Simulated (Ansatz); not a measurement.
# NO+ (triplet): wave-function methods side by side at distance N1–O2 = 1.766 Å, 6-31G

Aim: climb from Hartree-Fock through coupled cluster and multireference methods for NO+ (triplet) at one geometry and basis, and see what each rung misses.

Method: 6-31G, core rule «outside noble gas», up to 2 orbitals frozen; program: Ansatz 0.2.0, Gaussian basis.

The runs, in order: UHF; CCSD(T) on ROHF; CCSD(T) on UHF; BCCD(T) on ROHF; CISD as a restricted active space (open shells left free, so some higher excitations enter); CCSDT(Q) on ROHF; CCSDT(Q) on UHF; CISDTQ; CCSDTQ on ROHF; CCSDTQ on UHF; CASSCF and MRCISD+Q, 4 electrons in 4 orbitals; CASSCF and NEVPT2, 4 electrons in 4 orbitals; CASSCF and MRCISD+Q, 10 electrons in 8 orbitals; CASSCF and NEVPT2, 10 electrons in 8 orbitals; Full CI.

32 further runs of the same task are left out: 3 for a known fault of the program, 27 that didn't finish, 2 set aside as unsound or not needed. Runs told in other sessions of the task aren't counted.

## Step 1: The system

The geometry derives from a PBE0/def2-TZVP stationary point (not a proven minimum). One bond is set to the value named and the two fragments are kept rigid.

2 atoms, charge 1, spin multiplicity 3.

Atoms are counted from 1 here; the program's logs count them from 0.

No contacts short enough for the rule that draws bonds.

## Step 2: UHF

The input, in.yaml:

```yaml
crystal:
  periodic: [false, false, false]
  atoms:
    - {symbol: N, position_ang: [0.000000, 0.000000, 0.000000]}
    - {symbol: O, position_ang: [0.000000, 0.000000, 1.766000]}
basis:
  gaussian: {orbitals: 6-31G}
total_charge: 1
magnetization: {spin_polarized: true, initial_magnetization: 2}
hamiltonian: {xc: hf}
output: {orbitals: {seedname: orbitals}}
```

The run is started by

```bash
$ ansatz run in.yaml --threads 1 --pin off --events-out ev --progress --plain --max-ram 2393MiB
```

Further steps of the session: CCSD(T) on ROHF; CCSD(T) on UHF; BCCD(T) on ROHF; CISD as a restricted active space (open shells left free, so some higher excitations enter); CCSDT(Q) on ROHF; CCSDT(Q) on UHF; CISDTQ; CCSDTQ on ROHF; CCSDTQ on UHF; CASSCF and MRCISD+Q, 4 electrons in 4 orbitals; CASSCF and NEVPT2, 4 electrons in 4 orbitals; CASSCF and MRCISD+Q, 10 electrons in 8 orbitals; CASSCF and NEVPT2, 10 electrons in 8 orbitals; Full CI.

**Question.** What will the summary of the whole plan be? Wanted: FCI from the RHF energy; RMP2 from FCI; RCCSD from FCI; RCCSD(T) from FCI; RCCSDT(Q) from FCI; NEVPT2 pair from FCI; NEVPT2 valence from FCI; MRCISD+Q valence from FCI; T1 diagnostic.

The runs gave:

| quantity | value |
| --- | --- |
| FCI from the ROHF energy | -7.7157 eV |
| RMP2 from FCI | +86.39 kcal/mol |
| RCCSD from FCI | +35.82 kcal/mol |
| RCCSD(T) from FCI | +6.39 kcal/mol |
| RCCSDT(Q) from FCI | -25.82 kcal/mol |
| NEVPT2 pair from FCI | +34.70 kcal/mol |
| NEVPT2 valence from FCI | +13.03 kcal/mol |
| MRCISD+Q valence from FCI | +0.90 kcal/mol |
| levels within 1 kcal/mol (43 meV) | RCCSDTQ, MRCISD+Q valence |
| T1 diagnostic | 0.186 |
| effectively unpaired electrons | 3.55 |

**Reading.** RCCSD(T) lands +6.39 kcal/mol from the yardstick (3.6 % of the correlation energy). BCCD(T), RCCSDT(Q) fall below full CI, which methods that aren't variational can do. The occupations show strong static correlation (3.6 unpaired electrons where one determinant has 2). Of the multireference levels listed MRCISD+Q valence comes nearest in total energy (+0.90 kcal/mol), which doesn't show that its space is the better one. Coupled cluster took another determinant than the lowest Hartree-Fock one. These misses are within one basis, not against nature.

The restricted and unrestricted ladders end 0.77 eV apart at CCSDT(Q), which points to two states or an unsound top rung; rows of one don't measure the error of the other.

With open shells the CI space here admits some higher excitations, so it is larger than plain CISD.
